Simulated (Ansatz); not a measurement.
`F[C](F)F` radical: measurement beside calculation (Ansatz, PBE0-D4/def2-TZVP geometry).

Z-matrix (Å, degrees):
```
C
F 1 1.313
F 1 1.313 2 111.4
F 1 1.313 2 111.4 3 125.1
```

Measured: 1261 cm⁻¹ (C-F stretching region mode of CF3 radical, in situ FTIR absorption). Source: Fluorination of vertically aligned carbon nanotubes: from CF4 plasma chemistry to surface functionalization, 2017 (pmc:5588556).

Harmonic PBE0-D4 wavenumbers (cm⁻¹, unscaled): 513, 513, 710, 1107, 1288, 1288. Fundamentals include anharmonicity and usually lie a few per cent under these; harmonic values from spectra compare directly.
